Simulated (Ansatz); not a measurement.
# H2N–OH, singlet: reading a ladder of total energies

Geometry: displaced at random from a stationary point.

| atom | x (Å) | y (Å) | z (Å) |
| --- | --- | --- | --- |
| N | -0.1503 | 0.0072 | 0.7169 |
| O | 0.1413 | -0.0089 | -0.6863 |
| H | 0.3885 | -0.7610 | 1.0268 |
| H | 0.2857 | 0.7990 | 1.0566 |
| H | -0.8286 | 0.0037 | -1.1515 |

Basis cc-pVDZ; Ansatz 0.2.0. Only valence electrons are correlated (noble-gas cores frozen), which leaves 14 electrons in 41 orbitals. R marks a restricted (for open shells ROHF) determinant.

Full CI isn't at hand for all of this; RCCSDT(Q) serves as the reference, and is uncertain by about the last step of the cluster series.

Runs differ by some tens of microhartree through their thresholds, so steps under 0.03 kcal/mol mean nothing.

```csv
level,total energy (hartree)
RHF,-130.980929
RMP2,-131.349632
RCCSD,-131.369102
RCCSD(T),-131.377904
RCCSDT,-131.378252
RCCSDT(Q),-131.379355
```

Task: What is the correlation energy at RCCSDT(Q), and what share of it do RMP2 and RCCSDT recover?

Result: E(corr) = -131.379355 − (-130.980929) = -0.398426 hartree = -10.842 eV. RMP2: -0.368703 / -0.398426 = 92.54 %. RCCSDT: -0.397323 / -0.398426 = 99.72 %.

Task: By how many kcal/mol does RCCSD(T) miss RCCSDT(Q) (1 hartree = 627.509 kcal/mol), and which steps make up the rest?

Result: -131.377904 − (-131.379355) = 0.001451 hartree = 0.91 kcal/mol. Steps: RCCSDT − RCCSD(T) = -0.22, RCCSDT(Q) − RCCSDT = -0.69 kcal/mol. Differences between like states or geometries often cancel part of this.
